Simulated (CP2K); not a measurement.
# BF2 (SMILES F[B]F) at GFN2-xTB

What is the vertical ionisation energy of BF2 at GFN2-xTB? 

The results are computed with CP2K 2026.2.

2 further runs of the same task are left out: 1 that didn't finish, 1 set aside as unsound or not needed.

## (1) The structure to begin with

BF2: 3 atoms, total charge 0, spin state doublet. As SMILES, `F[B]F`. Geometry: relaxed at PBE0-D4/def2-TZVP.

Bond lengths: F1–B2 1.306 Å, B2–F3 1.306 Å. Angles: F1–B2–F3 121.1°.

## (2) The energy at GFN2-xTB

Input file qs.inp:

```
&GLOBAL
  PROJECT qs
  RUN_TYPE ENERGY
  PRINT_LEVEL MEDIUM
&END GLOBAL

&FORCE_EVAL
  METHOD QUICKSTEP
  &DFT
    MULTIPLICITY 2
    LSD T
    &QS
      METHOD XTB
      EPS_DEFAULT 1.0E-10
      &XTB
        GFN_TYPE TBLITE
        &TBLITE
          METHOD GFN2
        &END TBLITE
        CHECK_ATOMIC_CHARGES F
      &END XTB
    &END QS
    &POISSON
      PERIODIC NONE
      POISSON_SOLVER ANALYTIC
    &END POISSON
    # self-consistent field
    &SCF
      SCF_GUESS ATOMIC
      EPS_SCF 1.0E-06
      MAX_SCF 150
      ADDED_MOS 4
      &DIAGONALIZATION
        ALGORITHM STANDARD
      &END DIAGONALIZATION
      &MIXING
        METHOD DIRECT_P_MIXING
        ALPHA 0.4
      &END MIXING
      &SMEAR ON
        METHOD FERMI_DIRAC
        ELECTRONIC_TEMPERATURE [K] 300
        FIXED_MAGNETIC_MOMENT 1.0
      &END SMEAR
    &END SCF
    # extra output
    &PRINT
      &MOMENTS
        PERIODIC F
        REFERENCE COM
        MAX_MOMENT 1
      &END MOMENTS
      &MO ON
        ENERGIES T
        OCCUPATION_NUMBERS T
        NDIGITS 6
        &EACH
          QS_SCF 0
        &END EACH
        ADD_LAST NUMERIC
      &END MO
      &HIRSHFELD OFF
      &END HIRSHFELD
    &END PRINT
  &END DFT
  &SUBSYS
    &CELL
      ABC 17.3 17.8 16.5
      PERIODIC NONE
    &END CELL
    &COORD
      UNIT bohr
      F      0.9696185    -1.9734410     0.3023562
      B      0.5272336     0.4544791     0.3426073
      F     -1.5172611     1.3963186    -0.6700969
    &END COORD
    &TOPOLOGY
      &CENTER_COORDINATES
      &END CENTER_COORDINATES
    &END TOPOLOGY
  &END SUBSYS
&END FORCE_EVAL
```

Command:

```console
OMP_NUM_THREADS=1 cp2k.psmp qs.inp > qs.out
```

Standard output:

```text
CP2K| version string:                                       CP2K version 2026.2
[...]
 GLOBAL| Method name                                                        CP2K
[...]
 GLOBAL| Run type                                                         ENERGY
[...]
                             - Atoms:                                          3
[...]
                             - Spherical basis functions:                     12
[...]
 Number of electrons:                                                          9
[...]
  *** SCF run converged in    13 steps ***
[...]
  Fermi energy:                                                -0.32352304908551
[...]
 TB_DIPOLE| Moment [Debye]          0.90860642       0.84260051       0.59714021
 TB_DIPOLE| Derivative [a.u.]       0.00000000       0.00000000       0.00000000
[...]
 ENERGY| Total FORCE_EVAL ( QS ) energy [hartree]            -10.701492281622592
[...]
```

Run time: 0.45 s. Hardware: 1 thread of Arm Neoverse N1, shared host; peak memory 0.17 GiB.

## (3) The singlet cation at the same level

Input file gas.inp:

```
&GLOBAL
    PROJECT gas
    RUN_TYPE ENERGY
    PRINT_LEVEL MEDIUM
&END GLOBAL

&FORCE_EVAL
    METHOD QUICKSTEP
    &DFT
        CHARGE 1
        MULTIPLICITY 1
        # Quickstep
        &QS
            METHOD XTB
            EPS_DEFAULT 1.0E-10
            &XTB
                GFN_TYPE TBLITE
                &TBLITE
                    METHOD GFN2
                &END TBLITE
                CHECK_ATOMIC_CHARGES F
            &END XTB
        &END QS
        # no periodic images
        &POISSON
            PERIODIC NONE
            POISSON_SOLVER ANALYTIC
        &END POISSON
        # self-consistent field
        &SCF
            SCF_GUESS ATOMIC
            EPS_SCF 1.0E-06
            MAX_SCF 150
            ADDED_MOS 4
            &DIAGONALIZATION
                ALGORITHM STANDARD
            &END DIAGONALIZATION
            &MIXING
                METHOD DIRECT_P_MIXING
                ALPHA 0.4
            &END MIXING
        &END SCF
        # extra output
        &PRINT
            &MOMENTS
                PERIODIC F
                REFERENCE COM
                MAX_MOMENT 1
            &END MOMENTS
            &MO ON
                ENERGIES T
                OCCUPATION_NUMBERS T
                NDIGITS 6
                &EACH
                    QS_SCF 0
                &END EACH
                ADD_LAST NUMERIC
            &END MO
            &HIRSHFELD OFF
            &END HIRSHFELD
        &END PRINT
    &END DFT
    # atoms, cell and kinds
    &SUBSYS
        # box in angstrom
        &CELL
            ABC [angstrom] 17.3 17.8 16.5
            PERIODIC NONE
        &END CELL
        &COORD
            UNIT bohr
            F      0.9696185    -1.9734410     0.3023562
            B      0.5272336     0.4544791     0.3426073
            F     -1.5172611     1.3963186    -0.6700969
        &END COORD
        &TOPOLOGY
            &CENTER_COORDINATES
            &END CENTER_COORDINATES
        &END TOPOLOGY
    &END SUBSYS
&END FORCE_EVAL
```

Command:

```console
OMP_NUM_THREADS=1 cp2k.psmp -i gas.inp -o gas.out
```

Standard output:

```text
CP2K| version string:                                       CP2K version 2026.2
[...]
 GLOBAL| Method name                                                        CP2K
[...]
 GLOBAL| Run type                                                         ENERGY
[...]
                             - Atoms:                                          3
[...]
                             - Spherical basis functions:                     12
[...]
 Number of electrons:                                                         16
[...]
  *** SCF run converged in    17 steps ***
[...]
  Fermi energy:                                                -0.77919618289431
[...]
 TB_DIPOLE| Moment [Debye]          1.06224487       0.98516982       0.69812281
 TB_DIPOLE| Derivative [a.u.]       0.00000000       0.00000000       0.00000000
[...]
 ENERGY| Total FORCE_EVAL ( QS ) energy [hartree]            -10.149974799023203
[...]
```

Run time: 0.43 s. Hardware: 1 thread of Arm Neoverse N1, shared host; peak memory 0.17 GiB.

## (4) Results

At GFN2-xTB:

| quantity | value |
| --- | --- |
| doublet BF2: total energy | -10.70149 Eh |
| doublet BF2: dipole moment (from atomic charges alone) | 1.38 D |
| doublet BF2: HOMO energy (highest over α and β) | -9.69 eV |
| doublet BF2: LUMO energy (lowest over α and β) | -8.78 eV |
| singlet cation: total energy | -10.14997 Eh |
| singlet cation: HOMO energy | -24.46 eV |
| singlet cation: LUMO energy | -20.31 eV |
| singlet cation: HOMO–LUMO gap | 4.15 eV |
| vertical ionisation energy (to the singlet cation) | 15.008 eV |

In words: Removing an electron at fixed nuclei costs 15.01 eV (1448 kJ/mol). Only the singlet of the ionised species was computed; a triplet could lie lower. xTB total energies overstate such differences by several eV unless an empirical shift is taken off; none is applied here. The dipole (doublet BF2) comes from point charges on the atoms alone, without atomic dipoles, so it is partial.
